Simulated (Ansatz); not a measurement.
A displaced shape of singlet N2O:

```xyz
3

N     0.0436   -0.0227   -1.2037
N    -0.0394    0.0049   -0.0379
O    -0.0400    0.0017    1.0748
```

It was optimised with PBE0/def2-SVP in Ansatz (development build ahead of 0.2.0) to forces under 0.001 eV/Å, with restricted orbitals. Each step stands on the lowest determinant of that kind that the program's search found.

Task: What shape does it relax to, and how does the optimisation go?

Result:

```xyz
3

N     0.0291   -0.0173   -1.1965
N    -0.0114   -0.0055   -0.0713
O    -0.0536    0.0067    1.1009
```

Bond lengths: N1–N2 1.126 Å, N2–O3 1.173 Å. Angles: N1–N2–O3 180.0°.

```csv
step,E − E(start) (eV),largest force (eV/Å)
1,0.0000,11.1005
2,-0.2877,1.0550
3,-0.2940,0.3875
4,-0.2972,0.2918
5,-0.3000,0.2969
6,-0.3003,0.0445
7,-0.3003,0.0177
8,-0.3004,0.0009
```

The optimisation ended after 8 steps with its threshold met.
